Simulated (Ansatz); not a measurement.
**Sulfur hexafluoride (SF6): ionisation energy by level of theory**

Aim: the vertical ionisation energy of sulfur hexafluoride (SF6), as cation minus neutral at the neutral's geometry, on several levels, and how well −ε(HOMO) stands in for it.

Method: unrestricted cation, the program's frozen cores in correlated methods; program: Ansatz 0.2.0, Gaussian basis.

Levels to be run: UKS PBE-D4/def2-TZVPP; UKS r2SCAN-D4/def2-TZVPP; UKS PBE0-D4/def2-TZVPP; UKS B3LYP-D4/def2-TZVPP; UKS wB97X-V/def2-TZVPP; UKS wB97M-V/def2-TZVPP; UKS B2PLYP/def2-TZVPP; UHF-CCSD(T)/def2-TZVPP; UHF-MP2/def2-QZVPP; extrapolation to the limit; then −ε(HOMO) from the neutral's earlier runs with LDA (SPW92), PBE-D4, revPBE-D4, BLYP-D4, r2SCAN-D4, B97M-V, PBE0-D4, B3LYP-D4, r2SCANh-D4, r2SCAN0-D4, HSE06-D4, BHLYP-D4, CAM-B3LYP-D4, LC-ωPBE, ωB97X-V, ωB97M-V.

### Step 1. The relaxed structure

The geometry comes from an earlier relaxation with PBE0-D4 in a triple-zeta def2 set; it is a stationary point, not always the lowest conformer.

7 atoms, charge 0, spin multiplicity 1.

Atoms are counted from 1 here; the program's logs count them from 0.

Bond lengths: F1–S2 1.565 Å, S2–F3 1.565 Å, S2–F4 1.565 Å, S2–F5 1.565 Å, S2–F6 1.565 Å, S2–F7 1.565 Å. Angles: F1–S2–F3 90.0°, F1–S2–F4 90.0°, F1–S2–F5 180.0°, F1–S2–F6 90.0°, F1–S2–F7 90.0°, F3–S2–F4 180.0°, F3–S2–F5 90.0°, F3–S2–F6 90.0°, F3–S2–F7 90.0°, F4–S2–F5 90.0°, F4–S2–F6 90.0°, F4–S2–F7 90.0°, F5–S2–F6 90.0°, F5–S2–F7 90.0°, F6–S2–F7 180.0°.

### Step 2. Cation, UKS PBE-D4/def2-TZVPP

Contents of in.yaml:

```yaml
crystal:
  periodic: [false, false, false]
  atoms:
    - {symbol: F, position_ang: [-0.566043, -1.308394, 0.646139]}
    - {symbol: S, position_ang: [-0.000000, 0.000004, -0.000000]}
    - {symbol: F, position_ang: [1.164639, 0.012533, 1.045590]}
    - {symbol: F, position_ang: [-1.164597, -0.012545, -1.045637]}
    - {symbol: F, position_ang: [0.565994, 1.308430, -0.646119]}
    - {symbol: F, position_ang: [-0.879255, 0.858880, 0.969041]}
    - {symbol: F, position_ang: [0.879262, -0.858899, -0.969014]}
basis:
  gaussian: {orbitals: def2-TZVPP}
total_charge: 1
magnetization: {spin_polarized: true, initial_magnetization: 1}
hamiltonian: {xc: pbe, dispersion: d4}
```

Started as:

```
$ ansatz run in.yaml --threads 2 --pin off --events-out ev --progress --plain --max-ram 32768MiB --backend cpu
```

Standard output:

```text
Functional definition: PBE
  name "PBE"
  cite "Perdew, Burke & Ernzerhof, Phys. Rev. Lett. 77, 3865 (1996) doi:10.1103/PhysRevLett.77.3865"
  parent pbe
  parameter kappa = 0.804
  parameter beta = 0.06672455060314922
  exchange = pbe_x(kappa = kappa, mu = beta*pi^2/3)
  correlation = pbe_c(beta = beta)
1220 factors; their error is unknown
mean field evaluation 1: about -27100.5520 eV, gradient 6.1e1 eV
mean field evaluation 2: about -27071.6605 eV, gradient 1.2e2 eV
mean field evaluation 4: about -27107.7848 eV, gradient 2.4e1 eV
mean field evaluation 8: about -27108.9460 eV, gradient 1.3e1 eV
mean field evaluation 16: about -27109.6348 eV, gradient 6.8e-1 eV
mean field evaluation 32: about -27109.6302 eV, gradient 1.1e-3 eV
mean field evaluation 64: about -27109.4338 eV, gradient 7.3e0 eV
mean field evaluation 96: about -27109.6291 eV, gradient 4.7e-2 eV
mean field evaluation 128: about -27109.6300 eV, gradient 3.1e-2 eV
mean field -27109.63015727 eV, -996.2605327124 hartree, gradient 8.3e-6 eV, S^2 0.751087; 8 other end points of the search recorded, 0 dependent functions left out
reference -27109.63017634 eV, -996.2605334131 hartree; 35, 34 occupied and 193, 194 virtual orbitals, 1220 factors
Total energy: -27109.76893765 eV, -996.2656327973 hartree
```

Run time: 40 s. Hardware: 2 threads of AMD EPYC 7R13, shared host; peak memory 0.72 GiB.

Less the neutral's -27123.4674 eV (earlier run), this gives 13.698 eV. ⟨S²⟩ = 0.751.

### Step 3. Cation, UKS r2SCAN-D4/def2-TZVPP

Edit in.yaml of step 2 so:

```diff
@@ -14,2 +14,2 @@
 magnetization: {spin_polarized: true, initial_magnetization: 1}
-hamiltonian: {xc: pbe, dispersion: d4}
+hamiltonian: {xc: r2scan, dispersion: d4}
```

Launched as before.

Standard output, shortened:

```text
Functional definition: r2SCAN
  name "r2SCAN"
  cite "Furness, Kaplan, Ning, Perdew & Sun, J. Phys. Chem. Lett. 11, 8208 (2020) doi:10.1021/acs.jpclett.0c02405"
  cite "Furness, Kaplan, Ning, Perdew & Sun, J. Phys. Chem. Lett. 11, 9248 (2020) doi:10.1021/acs.jpclett.0c03077"
  parent r2scan
[...]
1220 factors; their error is unknown
[...]
mean field -27121.79415136 eV, -996.7075512500 hartree, gradient 1.3e-5 eV, S^2 0.752250; 7 other end points of the search recorded, 0 dependent functions left out
reference -27121.79415592 eV, -996.7075514176 hartree; 35, 34 occupied and 193, 194 virtual orbitals, 1220 factors
Total energy: -27121.82660184 eV, -996.7087437832 hartree
```

It took 73 s on 2 threads of AMD EPYC 7R13, shared host; peak memory 0.79 GiB.

The neutral molecule at this level: -27136.0339 eV. Difference: 14.207 eV. ⟨S²⟩ = 0.752.

### Step 4. Cation, UKS PBE0-D4/def2-TZVPP

Edit in.yaml of step 3 so:

```diff
@@ -14,2 +14,2 @@
 magnetization: {spin_polarized: true, initial_magnetization: 1}
-hamiltonian: {xc: r2scan, dispersion: d4}
+hamiltonian: {xc: pbe0, dispersion: d4}
```

The command is unchanged.

Standard output, shortened:

```text
Functional definition: PBE0
  name "PBE0"
  cite "Adamo & Barone, J. Chem. Phys. 110, 6158 (1999) doi:10.1063/1.478522"
  cite "Perdew, Burke & Ernzerhof, Phys. Rev. Lett. 77, 3865 (1996) doi:10.1103/PhysRevLett.77.3865"
  parent pbe
[...]
1251 factors; their error is unknown
[...]
mean field -27108.92272378 eV, -996.2345350113 hartree, gradient 2.0e-6 eV, S^2 0.753950; 5 other end points of the search recorded, 0 dependent functions left out
reference -27108.92273823 eV, -996.2345355420 hartree; 35, 34 occupied and 193, 194 virtual orbitals, 1251 factors
Total energy: -27109.03651007 eV, -996.2387165803 hartree
```

It took 53 s on 2 threads of AMD EPYC 7R13, shared host; peak memory 1.2 GiB.

Less the neutral's -27123.9650 eV (earlier run), this gives 14.928 eV. ⟨S²⟩ = 0.754.

### Step 5. Cation, UKS B3LYP-D4/def2-TZVPP

Edit in.yaml of step 4 so:

```diff
@@ -14,2 +14,2 @@
 magnetization: {spin_polarized: true, initial_magnetization: 1}
-hamiltonian: {xc: pbe0, dispersion: d4}
+hamiltonian: {xc: {name: B3LYP}, dispersion: d4}
```

Launched as before.

Standard output, shortened:

```text
Functional definition: B3LYP
  name "B3LYP"
  cite "Stephens, Devlin, Chabalowski & Frisch, J. Phys. Chem. 98, 11623 (1994) doi:10.1021/j100096a001"
  cite "Becke, Phys. Rev. A 38, 3098 (1988) doi:10.1103/PhysRevA.38.3098"
  cite "Lee, Yang & Parr, Phys. Rev. B 37, 785 (1988) doi:10.1103/PhysRevB.37.785"
  cite "Vosko, Wilk & Nusair, Can. J. Phys. 58, 1200 (1980) doi:10.1139/p80-159"
[...]
1232 factors; their error is unknown
[...]
mean field -27128.01998786 eV, -996.9363465214 hartree, gradient 5.9e-6 eV, S^2 0.753228; 9 other end points of the search recorded, 0 dependent functions left out
reference -27128.02015711 eV, -996.9363527413 hartree; 35, 34 occupied and 193, 194 virtual orbitals, 1232 factors
Total energy: -27128.24399055 eV, -996.9445784684 hartree
```

Run time: 88 s. Hardware: 2 threads of AMD EPYC 7R13, shared host; peak memory 1.2 GiB.

The neutral molecule at this level: -27143.0785 eV. Difference: 14.835 eV. ⟨S²⟩ = 0.753.

### Step 6. Cation, UKS wB97X-V/def2-TZVPP

Edit in.yaml of step 5 so:

```diff
@@ -14,2 +14,2 @@
 magnetization: {spin_polarized: true, initial_magnetization: 1}
-hamiltonian: {xc: {name: B3LYP}, dispersion: d4}
+hamiltonian: {xc: {name: wB97X-V}}
```

Same command.

Standard output, shortened:

```text
Functional definition: wB97X-V
  name "wB97X-V"
  cite "Mardirossian & Head-Gordon, Phys. Chem. Chem. Phys. 16, 9904 (2014) doi:10.1039/C3CP54374A"
  cite "Becke, J. Chem. Phys. 107, 8554 (1997) doi:10.1063/1.475007"
  cite "Vydrov & Van Voorhis, J. Chem. Phys. 133, 244103 (2010) doi:10.1063/1.3521275"
[...]
      + integral(e_c_pw_opposite_spin*poly(b97_u_opposite, cos0, cos1)) + vv10(b, c)
1227 factors; their error is unknown
207 factors; integrals over basis functions are off by at most 3.2e-6 eV
[...]
mean field -27120.41378479 eV, -996.6568237144 hartree, gradient 7.3e-6 eV, S^2 0.754007; 6 other end points of the search recorded, 0 dependent functions left out
reference -27120.41378390 eV, -996.6568236815 hartree; 35, 34 occupied and 193, 194 virtual orbitals, 1227 factors
Total energy: -27120.41378390 eV, -996.6568236815 hartree
```

Run time: 1.9 min. Hardware: 2 threads of AMD EPYC 7R13, shared host; peak memory 1.4 GiB.

Less the neutral's -27135.7275 eV (earlier run), this gives 15.314 eV. ⟨S²⟩ = 0.754.

### Step 7. Cation, UKS wB97M-V/def2-TZVPP

Edit in.yaml of step 6 so:

```diff
@@ -14,2 +14,2 @@
 magnetization: {spin_polarized: true, initial_magnetization: 1}
-hamiltonian: {xc: {name: wB97X-V}}
+hamiltonian: {xc: {name: wB97M-V}}
```

Launched as before.

Standard output, shortened:

```text
Functional definition: wB97M-V
  name "wB97M-V"
  cite "Mardirossian & Head-Gordon, J. Chem. Phys. 144, 214110 (2016) doi:10.1063/1.4952647"
  cite "Becke, J. Chem. Phys. 107, 8554 (1997) doi:10.1063/1.475007"
  cite "Vydrov & Van Voorhis, J. Chem. Phys. 133, 244103 (2010) doi:10.1063/1.3521275"
  # Of w^i u^j: cxij and so on, Table III.
[...]
  gx(w, u) = 1 - cx + cx01*u + cx10*w
  gss(w, u) = css00 + css04*u^4 + css10*w + css20*w^2 + css43*w^4*u^3
  gos(w, u) = cos00 + cos10*w + (cos20 + cos21*u)*w^2 + (cos60 + cos61*u)*w^6
[...]
      + integral(e_c_pw_mod_opposite_spin*gos(b97_w_opposite, b97_u_opposite)) + vv10(b, c)
1227 factors; their error is unknown
207 factors; integrals over basis functions are off by at most 3.2e-6 eV
[...]
mean field -27123.46175297 eV, -996.7688344790 hartree, gradient 8.3e-6 eV, S^2 0.753774; 5 other end points of the search recorded, 0 dependent functions left out
reference -27123.46177471 eV, -996.7688352779 hartree; 35, 34 occupied and 193, 194 virtual orbitals, 1227 factors
Total energy: -27123.46177471 eV, -996.7688352779 hartree
```

It took 1.9 min on 2 threads of AMD EPYC 7R13, shared host; peak memory 1.5 GiB.

Less the neutral's -27138.7689 eV (earlier run), this gives 15.307 eV. ⟨S²⟩ = 0.754.

### Step 8. Cation, UKS B2PLYP (frozen core)/def2-TZVPP

Edit in.yaml of step 7 so:

```diff
@@ -14,2 +14,2 @@
 magnetization: {spin_polarized: true, initial_magnetization: 1}
-hamiltonian: {xc: {name: wB97M-V}}
+hamiltonian: {xc: {name: B2PLYP}}
```

Same command.

Standard output, shortened:

```text
Functional definition: B2PLYP
  name "B2PLYP"
  cite "Grimme, J. Chem. Phys. 124, 034108 (2006) doi:10.1063/1.2148954"
  cite "Becke, Phys. Rev. A 38, 3098 (1988) doi:10.1103/PhysRevA.38.3098"
  cite "Lee, Yang & Parr, Phys. Rev. B 37, 785 (1988) doi:10.1103/PhysRevB.37.785"
[...]
1495 factors; integrals over basis functions are off by at most 1.4e-3 eV
[...]
mean field -27100.04235903 eV, -995.9081876261 hartree, gradient 4.6e-6 eV, S^2 0.763756; 6 other end points of the search recorded, 0 dependent functions left out
11 core orbitals not correlated: weight in the atoms' cores, before any rotation towards them, 1.000 or more for the frozen orbitals, at most 0.000 for the correlated occupied ones
reference -27100.04246876 eV, -995.9081916585 hartree; 24, 23 occupied and 193, 194 virtual orbitals, 1495 factors
second order -58.02698801 eV of doubles, -0.00000000 eV of singles
Total energy: -27115.70975553 eV, -996.4839538274 hartree
```

Wall time 56 s (2 threads of AMD EPYC 7R13, shared host); peak memory 0.94 GiB.

Less the neutral's -27130.8304 eV (earlier run), this gives 15.121 eV. ⟨S²⟩ = 0.764.

### Step 9. Cation, UHF-CCSD(T)/def2-TZVPP

Edit in.yaml of step 8 so:

```diff
@@ -14,2 +14,3 @@
 magnetization: {spin_polarized: true, initial_magnetization: 1}
-hamiltonian: {xc: {name: B2PLYP}}
+correlation: {method: ccsd_t}
+scf: {omitted_lower_state_checks: [cluster_reference]}
```

Started as:

```
$ ansatz run in.yaml --threads 2 --pin off --events-out ev --progress --plain --max-ram 32768MiB --backend cuda --devices 0, --max-vram 18GiB
```

Standard output, shortened:

```text
Functional definition: HF
  name "HF"
  cite "Fock, Z. Phys. 61, 126 (1930) doi:10.1007/BF01340294"
  parent pbe
[...]
1495 factors; integrals over basis functions are off by at most 1.4e-3 eV
[...]
mean field -27042.14313556 eV, -993.7804304088 hartree, gradient 1.5e-6 eV, S^2 0.758403; 18 other end points of the search recorded, 0 dependent functions left out
11 core orbitals not correlated: weight in the atoms' cores, before any rotation towards them, 1.000 or more for the frozen orbitals, at most 0.000 for the correlated occupied ones
reference -27042.14313556 eV, -993.7804304088 hartree; 24, 23 occupied and 193, 194 virtual orbitals, 1495 factors
second order -45.41144035 eV of doubles, -0.00000000 eV of singles
cycle   1  -44.39378680 eV  change     1.0e0 eV  update   1.6e-1
[...]
cycle  23  -46.03716188 eV  change   -1.7e-5 eV  update   3.3e-6
perturbative correction -1.80837943 eV, -0.0664567184 hartree
Total energy: -27089.98867687 eV, -995.5387216213 hartree
Checks for a lower state left out: cluster_reference
```

Run time: 73 s. Hardware: 1 × H100 (card shared with other runs) with 2 threads of AMD EPYC 7R13, shared host; peak host memory 1.1 GiB.

Less the neutral's -27105.8102 eV (earlier run), this gives 15.822 eV. ⟨S²⟩ = 0.758. T1 = 0.065 (report).

### Step 10. Cation, UHF-MP2/def2-QZVPP

Edit in.yaml of step 9 so:

```diff
@@ -11,6 +11,6 @@
 basis:
-  gaussian: {orbitals: def2-TZVPP}
+  gaussian: {orbitals: "def2-QZVPP.json"}
 total_charge: 1
 magnetization: {spin_polarized: true, initial_magnetization: 1}
-correlation: {method: ccsd_t}
+correlation: {method: mp2}
 scf: {omitted_lower_state_checks: [cluster_reference]}
```

Same command.

Standard output, shortened:

```text
Functional definition: HF
  name "HF"
  cite "Fock, Z. Phys. 61, 126 (1930) doi:10.1007/BF01340294"
  parent pbe
[...]
2602 factors; integrals over basis functions are off by at most 6.9e-4 eV
[...]
mean field -27043.31384104 eV, -993.8234530417 hartree, gradient 8.0e-6 eV, S^2 0.758484; 18 other end points of the search recorded, 0 dependent functions left out
11 core orbitals not correlated: weight in the atoms' cores, before any rotation towards them, 1.000 or more for the frozen orbitals, at most 0.000 for the correlated occupied ones
reference -27043.31384104 eV, -993.8234530417 hartree; 24, 23 occupied and 377, 378 virtual orbitals, 2602 factors
second order -49.82141567 eV of doubles, -0.00000000 eV of singles
Total energy: -27093.13525670 eV, -995.6543562972 hartree
Checks for a lower state left out: cluster_reference
```

Run time: 52 s. Hardware: 1 × H100 (card shared with other runs) with 2 threads of AMD EPYC 7R13, shared host; peak host memory 0.96 GiB.

The neutral molecule at this level: -27110.1495 eV. Difference: 17.014 eV. ⟨S²⟩ = 0.758.

### Step 11. Extrapolating to the complete basis

No new run: Hartree-Fock is extrapolated as exp(−7.88√X) and correlation as X^−2.97, with X = 3 and 4; only MP2 was run in the larger set, so CCSD(T) minus MP2 is added from the smaller one.

```tsv
level	energy at the limit (eV)
HF	-27043.4751
MP2	-27096.5632
CCSD	-27097.1889
CCSD(T)	-27098.9973
```

The neutral's limit, from its own earlier runs, is -27115.0391 eV in the additive form (MP2 limit plus CCSD(T) minus MP2 in triple zeta), in which the cation has -27098.9973 eV.

### Step 12. The ladder

```tsv
method	ionisation energy (eV)
PBE-D4	13.70
r2SCAN-D4	14.21
PBE0-D4	14.93
B3LYP-D4	14.83
ωB97X-V	15.31
ωB97M-V	15.31
B2PLYP	15.12
HF/def2-TZVPP	15.50
MP2/def2-TZVPP	16.90
CCSD/def2-TZVPP	16.15
CCSD(T)/def2-TZVPP	15.82
```

Orbital estimates, from the neutral's runs:

```tsv
functional	−ε(HOMO) (eV)	by energy difference (eV)
LDA (SPW92)	10.35	
PBE-D4	10.06	13.70
revPBE-D4	9.95	
BLYP-D4	10.03	
r2SCAN-D4	10.67	14.21
B97M-V	10.86	
PBE0-D4	12.37	14.93
B3LYP-D4	12.05	14.83
r2SCANh-D4	11.52	
r2SCAN0-D4	12.81	
HSE06-D4	11.95	
BHLYP-D4	14.69	
CAM-B3LYP-D4	13.98	
LC-ωPBE	15.18	
ωB97X-V	14.92	15.31
ωB97M-V	14.90	15.31
```

### Step 13. Results

| quantity | value |
| --- | --- |
| range over the levels of the table | 13.70 to 16.90 eV |
| −ε(HOMO) of PBE | 10.06 eV |
| T1 of the cation | 0.065 |

**Reading.** Without a sound coupled-cluster reference the levels can only be compared: they span 3.20 eV. The cation's T1 (from the report) is 0.065, above the customary mark of 0.045 for open shells, so the coupled-cluster value is less safe. The cation may have settled in a state other than its lowest; no search over hole states beyond the program's own was made. In point group Oh the highest level is often degenerate; the cation then breaks the symmetry, and the runs may pick different components.
